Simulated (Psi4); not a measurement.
# C2H5B (SMILES B[C]C): UCCSD/def2-SVPD

What is the energy change on altering one bond length of C2H5B at UCCSD/def2-SVPD? 

The calculation is run with Psi4 1.11.

1 further run of the same task is left out (set aside as unsound or not needed).

## Step 1: The system as given

The species is C2H5B (8 atoms), meant as a triplet with charge 0. SMILES: `B[C]C`. Geometry: relaxed at GFN2-xTB.

Bond lengths: B1–C2 1.465 Å, C2–C3 1.439 Å, B1–H4 1.176 Å, B1–H5 1.183 Å, C3–H6 1.100 Å, C3–H7 1.096 Å, C3–H8 1.096 Å. Angles: B1–C2–C3 151.7°, C2–B1–H4 121.6°, C2–B1–H5 120.4°, C2–C3–H6 113.0°, C2–C3–H7 109.6°, C2–C3–H8 111.2°, H4–B1–H5 118.0°, H6–C3–H7 107.7°, H6–C3–H8 108.2°, H7–C3–H8 106.8°.

## Step 2: A single-point energy at UCCSD/def2-SVPD

The input, input.dat:

```
memory 1.6 GB

molecule {
  0 3
  B     -0.914510     0.882590    -0.947350
  C     -0.207300    -0.217660    -0.286340
  C      0.690410    -0.725130     0.716830
  H     -1.627420     0.694220    -1.863460
  H     -0.781470     1.994140    -0.565440
  H      0.887250    -0.003600     1.522990
  H      1.651170    -0.979070     0.255000
  H      0.301870    -1.645470     1.167750
  symmetry c1
}

set globals {
  basis           def2-SVPD
  reference       uhf
  puream          true
  e_convergence   1e-09
  d_convergence   1e-08
  scf_type        pk
  num_frozen_docc 3
  maxiter         200
}

energy("ccsd")
```

On the command line:

```bash
$ psi4 -n 1 input.dat output.dat
```

output.dat:

```text
[...]
  Running in c1 symmetry.
[...]
  Nuclear repulsion =   56.276453619193667
[...]
  Multiplicity = 3
[...]
  Nalpha       = 12
  Nbeta        = 10
[...]
    Number of basis functions: 100
[...]
   @UHF iter   1:  -103.05720219134251   -8.85362e-01   2.92159e-03 DIIS/ADIIS
[...]
   @UHF iter  14:  -103.15977674235599   -1.24629e-11   9.73295e-09 DIIS
[...]
   @S^2 Observed:                2.019025684E+00
[...]
    Orbital Energies [Eh]
    ---------------------
    Alpha Occupied:
       1A    -11.253263     2A    -11.244137     3A     -7.593228
       4A     -1.053679     5A     -0.855817     6A     -0.662584
       7A     -0.610346     8A     -0.603595     9A     -0.547863
      10A     -0.506395    11A     -0.387700    12A     -0.359890
    Alpha Virtual:
      13A      0.078071    14A      0.116274    15A      0.122339
      16A      0.149921    17A      0.179551    18A      0.187255
      19A      0.198635    20A      0.199499    21A      0.214607
      22A      0.236556    23A      0.254320    24A      0.265230
      25A      0.273136    26A      0.287950    27A      0.327113
[...]
  @UHF Final Energy:  -103.15977674235599
   => Energetics <=
    Nuclear Repulsion Energy =             56.2764536191936671
    One-Electron Energy =                -248.6177170346086029
    Two-Electron Energy =                  89.1814866730589557
    Total Energy =                       -103.1597767423559873
  UHF NO Occupations:
  HONO-2 :   10  A 1.9940324
  HONO-1 :   11  A 1.0000000
[...]
 Multipole Moments:
 ------------------------------------------------------------------------------------
     Multipole            Electronic (a.u.)      Nuclear  (a.u.)        Total (a.u.)
 ------------------------------------------------------------------------------------
 L = 1.  Multiply by 2.5417464519 to convert [e a0] to [Debye]
 Dipole X            :         -1.2584538            1.6341820            0.3757282
 Dipole Y            :          0.3570399           -0.6420239           -0.2849840
 Dipole Z            :         -1.4436638            1.8301451            0.3864813
 Magnitude           :                                                    0.6097174
[...]
      * MP2 total energy                      = -103.484768621183136
[...]
      * CCSD total energy                     = -103.532776490777735
[...]
```

Wall time 79 s (1 thread of Intel Xeon Platinum 8488C (Sapphire Rapids), shared host); peak memory 1.2 GiB.

## Step 3: The distorted shape at the same level

The input, input.json:

```json
{
 "schema_name": "qcschema_input",
 "schema_version": 1,
 "molecule": {
  "schema_name": "qcschema_molecule",
  "schema_version": 2,
  "symbols": ["B", "C", "C", "H", "H", "H", "H", "H"],
  "geometry": [-3.18065662, 2.05176258, -1.09203493, -1.84422341, -0.02740859, 0.15709293, -0.14779737, -0.9863879, 2.05280949, -4.52786127, 1.69579487, -2.82323193, -2.92924746, 4.15228765, -0.37032963, 0.22417632, 0.37710619, 3.5762311, 3.12025909, -1.85017416, 0.48188016, -0.88203156, -2.72557845, 2.90492479],
  "molecular_charge": 0,
  "molecular_multiplicity": 3,
  "fix_symmetry": "c1",
  "fix_com": true,
  "fix_orientation": true
 },
 "driver": "energy",
 "model": {
  "method": "ccsd",
  "basis": "def2-SVPD"
 },
 "keywords": {
  "reference": "uhf",
  "puream": true,
  "e_convergence": 1e-09,
  "d_convergence": 1e-08,
  "scf_type": "pk",
  "num_frozen_docc": 3,
  "maxiter": 200
 }
}
```

On the command line:

```bash
$ psi4 --qcschema input.json -n 1 --memory 1600MB
```

stdout:

```text
[...]
  Running in c1 symmetry.
[...]
  Nuclear repulsion =   54.261871079991401
[...]
  Multiplicity = 3
[...]
  Nalpha       = 12
  Nbeta        = 10
[...]
    Number of basis functions: 100
[...]
   @UHF iter   1:  -102.84057120453832   -1.02166e+00   3.54535e-03 ADIIS/DIIS
[...]
   @UHF iter  16:  -103.06034036217994   -5.65592e-12   4.55646e-09 DIIS
[...]
   @S^2 Observed:                2.473399867E+00
[...]
    Orbital Energies [Eh]
    ---------------------
    Alpha Occupied:
       1A    -11.268370     2A    -11.258383     3A     -7.607212
       4A     -1.028074     5A     -0.828079     6A     -0.663192
       7A     -0.612216     8A     -0.555891     9A     -0.520491
      10A     -0.498813    11A     -0.409962    12A     -0.364580
    Alpha Virtual:
      13A      0.070510    14A      0.085057    15A      0.125402
      16A      0.147765    17A      0.164487    18A      0.179261
      19A      0.191849    20A      0.201075    21A      0.210045
      22A      0.233621    23A      0.245454    24A      0.248642
      25A      0.268624    26A      0.276060    27A      0.314435
[...]
  @UHF Final Energy:  -103.06034036217994
   => Energetics <=
    Nuclear Repulsion Energy =             54.2618710799914012
    One-Electron Energy =                -244.4506206125441281
    Two-Electron Energy =                  87.1284091703727768
    Total Energy =                       -103.0603403621799430
  UHF NO Occupations:
  HONO-2 :   10  A 1.7425891
  HONO-1 :   11  A 1.0000000
[...]
 Multipole Moments:
 ------------------------------------------------------------------------------------
     Multipole            Electronic (a.u.)      Nuclear  (a.u.)        Total (a.u.)
 ------------------------------------------------------------------------------------
 L = 1.  Multiply by 2.5417464519 to convert [e a0] to [Debye]
 Dipole X            :         32.8674996          -32.8501127            0.0173870
 Dipole Y            :         -5.9283082            5.8254701           -0.1028381
 Dipole Z            :        -11.1683575           11.5687144            0.4003569
 Magnitude           :                                                    0.4137192
[...]
      * MP2 total energy                      = -103.368389972221962
[...]
      * CCSD total energy                     = -103.427811124374784
[...]
```

The result, in JSON:

```text
{
 "driver": "energy",
 "model": {
  "method": "ccsd",
  "basis": "def2-SVPD"
 },
 "success": true,
 "return_result": -103.42781112437478,
 "properties": {
  "calcinfo_nbasis": 100,
  "calcinfo_nmo": 100,
  "calcinfo_nalpha": 12,
  "calcinfo_nbeta": 10,
  "calcinfo_natom": 8,
  "nuclear_repulsion_energy": 54.2618710799914,
  "return_energy": -103.42781112437478,
  "scf_one_electron_energy": -244.45062061254413,
  "scf_two_electron_energy": 87.12840917037278,
  "scf_dipole_moment": [0.017386953280031037, -0.10283813453447976, 0.40035685508614804],
  "scf_total_energy": -103.06034036217994,
  "scf_iterations": 16,
  "mp2_same_spin_correlation_energy": -0.06919033162196195,
  "mp2_opposite_spin_correlation_energy": -0.23885927841900323,
  "mp2_singles_energy": -9.862243646654247e-26,
  "mp2_doubles_energy": -0.3080496100409652,
  "mp2_correlation_energy": -0.3080496100409652,
  "mp2_total_energy": -103.36838997222196,
  "ccsd_same_spin_correlation_energy": -0.06990640208938882,
  "ccsd_opposite_spin_correlation_energy": -0.29756436010440585,
  "ccsd_singles_energy": 1.0623234142051903e-15,
  "ccsd_doubles_energy": -0.36747076219379465,
  "ccsd_correlation_energy": -0.3674707621937936,
  "ccsd_total_energy": -103.42781112437478,
  "ccsd_iterations": 30
 }
}
```

Wall time 1.9 min (1 thread of Intel Xeon Platinum 8488C (Sapphire Rapids), shared host); peak memory 1.2 GiB.

## Step 4: Summary of results

At UCCSD/def2-SVPD, 3 core orbitals frozen:

```
                                                                   quantity          value
                                                  first shape: total energy  -103.53278 Eh
    first shape: HOMO energy (Hartree–Fock orbitals) (highest over α and β)       -9.79 eV
     first shape: LUMO energy (Hartree–Fock orbitals) (lowest over α and β)        1.19 eV
                   first shape: correlation energy (3 core orbitals frozen)     -373.0 mEh
                             first shape: ⟨S²⟩ of the reference determinant          2.019
                                                 first shape: T1 diagnostic          0.024
                                              distorted shape: total energy  -103.42781 Eh
distorted shape: HOMO energy (Hartree–Fock orbitals) (highest over α and β)       -9.92 eV
 distorted shape: LUMO energy (Hartree–Fock orbitals) (lowest over α and β)        0.94 eV
               distorted shape: correlation energy (3 core orbitals frozen)     -367.5 mEh
                         distorted shape: ⟨S²⟩ of the reference determinant          2.473
                                             distorted shape: T1 diagnostic          0.061
          energy change with the C3–H7 bond stretched from 1.096 to 1.972 Å       2.856 eV
```

**Reading.** With the C3–H7 bond stretched from 1.096 to 1.972 Å the energy rises by 2.86 eV (276 kJ/mol). The first shape isn't relaxed at this level, so the change isn't measured from a minimum. ⟨S²⟩ (distorted shape) is 2.47 where a pure triplet has 2.00: the reference is spin-contaminated. The T1 diagnostic (distorted shape) of 0.061 is above the customary mark for such species, so a single reference may not serve.
